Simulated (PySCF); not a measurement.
Species: C3H3, net charge 0, doublet state. It need not be the lowest isomer of its formula. 
Structure (B3LYP-D3(BJ)/def2-TZVP (Ansatz) minimum search):
```xyz
6

C     -0.0052    -0.1070     0.8407
C     -0.0136    -0.6985    -0.5211
C      0.0146     0.5694    -0.6193
H      0.9105    -0.0873     1.4256
H     -0.9230    -0.0470     1.4195
H      0.0376     1.5512    -1.0470
```
Charge 0, spin multiplicity 2.

Dispersion corrections to the total energy (kcal/mol) from the dftd3 and dftd4 libraries through PySCF: D3(BJ) without and D4 with the three-body term, each with the damping fitted for the functional named.

```csv
functional,D3(BJ),D4
BP86,[?],-2.10
HSE06,-1.06,-1.24
BHLYP,-2.43,-1.81
B2PLYP,[?],-1.14
B2GP-PLYP,-1.05,[?]
TPSSh,-2.03,-2.03
HF,-18.48,-7.12
```

Task: Some entries are withheld; supply them.

Result: 
- BP86, D3(BJ): -2.74
- B2PLYP, D3(BJ): -1.41
- B2GP-PLYP, D4: -0.66
